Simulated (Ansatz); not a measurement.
## [NH₂···H···CN], doublet: the ladder up to UCCSDT(Q)

Geometry: a point of a hydrogen-transfer path between rigid fragments, not a stationary point.

```xyz
6

N    -1.8583   -0.0132   -0.0206
H    -2.1556    0.9546   -0.0206
H    -2.1556   -0.4155    0.8596
H    -0.8459   -0.0132   -0.0206
N     1.7358   -0.0132   -0.0206
C     0.5757   -0.0132   -0.0206
```

Basis cc-pVDZ; Ansatz 0.2.0. Only valence electrons are correlated (noble-gas cores frozen), which leaves 17 electrons in 54 orbitals. Prefix R: restricted or restricted open-shell reference; prefix U: unrestricted. Active spaces: pair = (3e, 3o) about the gap.

Full CI isn't at hand for all of this; UCCSDT(Q) serves as the reference, and is uncertain by about the last step of the cluster series. The frozen core follows each run's orbitals, which can shift R against U totals by a few meV.

Unrestricted rows (U) aren't spin-pure: their determinants' ⟨S²⟩ exceeds S(S+1) by up to 0.32, so they mix in states of higher spin. For open shells CISD is restricted-active-space CI with the open shells as a complete middle space.

The UHF ⟨S²⟩ is 1.066, the T1 diagnostic (RCCSD) is 0.0351 and the largest doubles amplitude (RCCSD) is 0.093. The T1 diagnostic (UCCSD) is 0.0536.

| level | E − E(RHF) (eV) |
| --- | --- |
| UHF | -0.5123 |
| RMP2 | -12.9618 |
| UMP2 | -12.2348 |
| RCCSD | -13.5029 |
| UCCSD | -13.5035 |
| RCCSD(T) | -14.0269 |
| UCCSD(T) | -13.9921 |

(1) Estimate how far UCCSDT(Q) in cc-pVDZ lies from RCCSD(T). The table doesn't fix it; the size of (T) and the diagnostics are the guide.

(1) UCCSDT(Q) in cc-pVDZ lies 81 meV below RCCSD(T), which is 15 % of the (T) step (-524 meV). T1 is raised, but (T) still catches most of what CCSD lacks. The miss exceeds 1 kcal/mol.

The other levels:

```csv
level,E − E(UCCSDT(Q)) (meV),share of correlation (%),wall time
CISD,2271,83.91,17 s
BCCD(T),81,99.42,20 s
RCCSDT,60,99.57,–
UCCSDT,62,99.56,–
RCCSDT(Q),3,99.98,14 s (H100)
CASSCF (pair space),13251,6.07,–
NEVPT2 (pair space),1230,91.28,7 s
MRCISD (pair space),2067,85.35,–
MRCISD+Q (pair space),514,96.36,4.7 s (H100)
```

The correlation energy at UCCSDT(Q), counted from RHF, is -14.108 eV. That run took 16 s on 2 threads of AMD EPYC 7R13 with a shared H100 80 GB, shared host.

Times hold each run's SCF and search for its determinant on a shared host, so for small cases they say little of a method's own cost; rows without a card ran on 1 thread of AMD EPYC 7R13.
